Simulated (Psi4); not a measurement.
**USVWN5/def2-TZVP run of BCl2 (SMILES Cl[B]Cl)**

What is the vertical ionisation energy of BCl2 at USVWN5/def2-TZVP? 

Program for the calculation: Psi4 1.11.

## 1. The system as given

The species is BCl2 (3 atoms), meant as a doublet with charge 0. As SMILES, `Cl[B]Cl`. The shape is that of a PBE0-D4/def2-TZVP optimisation.

Bond lengths: Cl1–B2 1.720 Å, B2–Cl3 1.720 Å. Angles: Cl1–B2–Cl3 125.4°.

## 2. Energy and gradient at USVWN5/def2-TZVP

The input, bcl2.inp:

```
memory 1.6 GB

molecule {
  0 2
  Cl     0.371500    -1.525600     0.030000
  B     -0.463900    -0.050300    -0.256900
  Cl     0.081500     1.511100     0.213700
  symmetry c1
}

set basis def2-TZVP
set reference uks
set puream true
set e_convergence 1e-09
set d_convergence 1e-08
set scf_type pk
set dft_radial_points 99
set dft_spherical_points 590
set maxiter 100

energy_value, wavefunction = gradient('scf', dft_functional={"name": "SVWN5", "x_functionals": {"LDA_X": {}}, "c_functionals": {"LDA_C_VWN": {}}}, return_wfn=True)
oeprop(wavefunction, 'QUADRUPOLE', 'MAYER_INDICES', 'DIPOLE', title='SCF')
print_variables()
```

Started as:

```console
psi4 bcl2.inp bcl2.out -n 1
```

bcl2.out (excerpt; [...] marks lines left out):

```text
[...]
  Running in c1 symmetry.
[...]
  Nuclear repulsion =  102.359078461763858
[...]
  Multiplicity = 2
[...]
  Nalpha       = 20
  Nbeta        = 19
[...]
    Number of basis functions: 105
[...]
   @UKS iter   1:  -941.90754203062090    5.30244e-02   5.23819e-03 DIIS/ADIIS
[...]
   @UKS iter  12:  -942.04670329524197   -4.09273e-12   2.85836e-09 DIIS
[...]
   @S^2 Observed:                7.525394590E-01
[...]
    Orbital Energies [Eh]
    ---------------------
    Alpha Occupied:
       1A   -100.332237     2A   -100.332230     3A     -9.170253
       4A     -9.170242     5A     -7.026309     6A     -7.026300
       7A     -7.021447     8A     -7.021439     9A     -7.019497
      10A     -7.019489    11A     -6.546479    12A     -0.813716
      13A     -0.785036    14A     -0.478913    15A     -0.416283
      16A     -0.366285    17A     -0.363372    18A     -0.322553
      19A     -0.309316    20A     -0.186031
    Alpha Virtual:
      21A     -0.115617    22A      0.017627    23A      0.031566
      24A      0.056128    25A      0.090704    26A      0.096298
[...]
  @UKS Final Energy:  -942.04670329524197
   => Energetics <=
    Nuclear Repulsion Energy =            102.3590784617638576
    One-Electron Energy =               -1506.7774473808040057
    Two-Electron Energy =                 519.6166881455155817
    DFT Exchange-Correlation Energy =     -57.2450225217173809
    Empirical Dispersion Energy =           0.0000000000000000
    VV10 Nonlocal Energy =                  0.0000000000000000
    Total Energy =                       -942.0467032952419686
[...]
  -Total Gradient:
     Atom            X                  Y                   Z
    ------   -----------------  -----------------  -----------------
       1        0.001821986276    -0.003911444849     0.000000000000
       2       -0.003225116461    -0.000195695077     0.000000000000
       3        0.001391377163     0.004106492157     0.000000000000
[...]
 Multipole Moments:
 ------------------------------------------------------------------------------------
     Multipole            Electronic (a.u.)      Nuclear  (a.u.)        Total (a.u.)
 ------------------------------------------------------------------------------------
 L = 1.  Multiply by 2.5417464519 to convert [e a0] to [Debye]
 Dipole X            :         -0.2576570            0.4527417            0.1950847
 Dipole Y            :         -0.0142622            0.0248715            0.0106093
 Dipole Z            :         -0.0000000           -0.0000000           -0.0000000
 Magnitude           :                                                    0.1953730
 L = 2.  Multiply by 1.3450342976 to convert [e a0^2] to [Debye ang]
 Quadrupole XX       :        -34.4253084           10.5094189          -23.9158895
 Quadrupole XY       :         14.8860883          -14.9855522           -0.0994638
[...]
```

Wall time 11 s (1 thread of Intel Xeon 6975P-C (Granite Rapids), shared host); peak memory 0.56 GiB.

## 3. The singlet cation at the same level

The input, bcl2.dat:

```
memory 1600 mb

molecule {
  1 1
  Cl     0.371500    -1.525600     0.030000
  B     -0.463900    -0.050300    -0.256900
  Cl     0.081500     1.511100     0.213700
  symmetry c1
}

set basis def2-TZVP
set reference rks
set puream true
set e_convergence 1e-09
set d_convergence 1e-08
set scf_type pk
set dft_radial_points 99
set dft_spherical_points 590

result, w = gradient("scf", dft_functional={"name": "SVWN5", "x_functionals": {"LDA_X": {}}, "c_functionals": {"LDA_C_VWN": {}}}, return_wfn=True)
```

Started as:

```console
psi4 -n 1 bcl2.dat bcl2.out
```

bcl2.out (excerpt; [...] marks lines left out):

```text
[...]
  Running in c1 symmetry.
[...]
  Nuclear repulsion =  102.359078461763858
[...]
  Multiplicity = 1
[...]
  Nalpha       = 19
  Nbeta        = 19
[...]
    Number of basis functions: 105
[...]
   @RKS iter   1:  -941.68528998955355    2.75276e-01   3.65003e-03 ADIIS/DIIS
[...]
   @RKS iter  11:  -941.73030180047897   -1.02318e-12   1.68302e-09 DIIS
[...]
    Orbital Energies [Eh]
    ---------------------
    Doubly Occupied:
       1A   -100.605839     2A   -100.605832     3A     -9.439792
       4A     -9.439781     5A     -7.297687     6A     -7.297679
       7A     -7.290020     8A     -7.290012     9A     -7.289257
      10A     -7.289248    11A     -6.869403    12A     -1.068875
      13A     -1.039992    14A     -0.731164    15A     -0.671535
      16A     -0.612973    17A     -0.611723    18A     -0.564841
      19A     -0.553871
[...]
  @RKS Final Energy:  -941.73030180047897
   => Energetics <=
    Nuclear Repulsion Energy =            102.3590784617638576
    One-Electron Energy =               -1496.4427105406280134
    Two-Electron Energy =                 509.2520986547281154
    DFT Exchange-Correlation Energy =     -56.8987683763429146
    Empirical Dispersion Energy =           0.0000000000000000
    VV10 Nonlocal Energy =                  0.0000000000000000
    Total Energy =                       -941.7303018004789692
[...]
 Multipole Moments:
 ------------------------------------------------------------------------------------
     Multipole            Electronic (a.u.)      Nuclear  (a.u.)        Total (a.u.)
 ------------------------------------------------------------------------------------
 L = 1.  Multiply by 2.5417464519 to convert [e a0] to [Debye]
 Dipole X            :         -1.0120979            0.4527417           -0.5593562
 Dipole Y            :         -0.0556764            0.0248715           -0.0308049
 Dipole Z            :          0.0000000           -0.0000000            0.0000000
 Magnitude           :                                                    0.5602038
[...]
  -Total Gradient:
     Atom            X                  Y                   Z
    ------   -----------------  -----------------  -----------------
       1        0.048296852467    -0.029443959403     0.000000000000
       2       -0.093099629303    -0.005129742949    -0.000000000000
       3        0.044790356788     0.034573017827     0.000000000000
[...]
```

Run time: 8.1 s. Hardware: 1 thread of Intel Xeon 6975P-C (Granite Rapids), shared host; peak memory 0.55 GiB.

## 4. Summary of results

At USVWN5/def2-TZVP:

```
                                          quantity          value
                        doublet BCl2: total energy  -942.04670 Eh
                       doublet BCl2: dipole moment         0.50 D
  doublet BCl2: HOMO energy (highest over α and β)       -5.06 eV
   doublet BCl2: LUMO energy (lowest over α and β)       -3.45 eV
                                doublet BCl2: ⟨S²⟩          0.753
            doublet BCl2: largest force on an atom     0.223 eV/Å
                      singlet cation: total energy  -941.73030 Eh
                       singlet cation: HOMO energy      -15.07 eV
                       singlet cation: LUMO energy      -12.04 eV
                     singlet cation: HOMO–LUMO gap        3.03 eV
          singlet cation: largest force on an atom     4.795 eV/Å
vertical ionisation energy (to the singlet cation)       8.610 eV
```

The vertical ionisation energy comes to 8.61 eV (831 kJ/mol). Only the singlet of the ionised species was computed; a triplet could lie lower.
